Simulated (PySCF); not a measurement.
Functional benchmark on one molecule

Molecule: 1,2-dichloroethane, C₂H₄Cl₂.

Geometry:
| atom | x (Å) | y (Å) | z (Å) |
| --- | --- | --- | --- |
| Cl1 | -0.263 | 1.147 | 1.809 |
| C2 | 0.147 | -0.200 | 0.713 |
| C3 | -0.147 | 0.200 | -0.713 |
| Cl4 | 0.263 | -1.147 | -1.809 |
| H5 | -0.450 | -1.073 | 1.009 |
| H6 | 1.211 | -0.436 | 0.846 |
| H7 | -1.211 | 0.436 | -0.846 |
| H8 | 0.450 | 1.073 | -1.009 |

Geometry PBE0-D3(BJ)/def2-SVP throughout; GIAO in PySCF 2.14.0 with density-fitted response routines, gas phase, one conformer, non-relativistic; equivalent atoms averaged; basis pcSseg-2.

Reference values (measured; solution, C6D6, 298 K; Fulmer et al., Organometallics 2010, 29, 2176): δ(H5/H6/H7/H8) = 2.90 ppm, δ(C2/C3) = 43.6 ppm. Computed shifts are taken against TMS, calculated as an isolated molecule at each level.

Question: How do the functionals HF, LDA, PBE, BLYP, BP86, OPBE, KT2, KT3, B97-D, B3LYP, PBE0, mPW1PW91, WP04, B97-2, BHandHLYP, CAM-B3LYP, wB97X-D, LC-wPBE perform against the reference? Times are CPU seconds on shared hosts with different chips, so compare them loosely.

Answer: 
```
functional                    kind  H5/H6/H7/H8  C2/C3  abs. error H  abs. error C  core-s
        HF            Hartree–Fock         3.41   45.3          0.51           1.7     8.5
       LDA                     LDA         3.55   50.7          0.65           7.1      17
       PBE                     GGA         3.51   50.7          0.61           7.1      20
      BLYP                     GGA         3.55   52.3          0.65           8.7      20
      BP86                     GGA         3.51   50.8          0.61           7.2      20
      OPBE                     GGA         3.50   49.1          0.60           5.5      21
       KT2                     GGA         3.53   49.8          0.63           6.2      20
       KT3                     GGA         3.53   50.1          0.63           6.5      20
     B97-D                     GGA         3.55   51.3          0.65           7.7      20
     B3LYP           global hybrid         3.51   50.9          0.61           7.3      23
      PBE0           global hybrid         3.47   49.1          0.57           5.5      15
  mPW1PW91           global hybrid         3.47   49.3          0.57           5.7      15
      WP04           global hybrid         3.46   53.1          0.56           9.5      10
     B97-2           global hybrid         3.48   49.5          0.58           5.9      10
 BHandHLYP           global hybrid         3.47   48.9          0.57           5.3      10
 CAM-B3LYP  range-separated hybrid         3.46   49.3          0.56           5.7      14
   wB97X-D  range-separated hybrid         3.43   49.0          0.53           5.4      14
   LC-wPBE  range-separated hybrid         3.35   46.5          0.45           2.9      17
```

For $^{1}$H the closest is LC-wPBE (0.45 ppm) and the furthest B97-D (0.65 ppm).

For $^{13}$C the closest is HF (1.7 ppm) and the furthest WP04 (9.5 ppm). One molecule is a small sample, and vibrational and solvent effects are absent from the calculation.
